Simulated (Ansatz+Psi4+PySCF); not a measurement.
## singlet C2H4: levels of theory in one basis

```xyz
6

C     0.0000    0.0000    0.6675
C     0.0000    0.0000   -0.6675
H     0.0000    0.9228    1.2377
H     0.0000   -0.9228    1.2377
H     0.0000    0.9228   -1.2377
H     0.0000   -0.9228   -1.2377
```

Basis set: cc-pVTZ (spherical functions). Frozen core: 2 orbitals. Charge 0, multiplicity 1.

Computed with Ansatz (development build ahead of 0.2.0) and Psi4 1.11; each method stands on the lowest determinant of its kind that the runs found.

```csv
method,E − E(RHF) (eV),<S²> of the determinant
RHF,0.00,0.00
RHF-MP2,-9.13,–
RHF-CCSD(T),-10.21,–
```

**Question.** What does RHF-CCSD give on the same scale?

**Answer.** -9.80 eV.
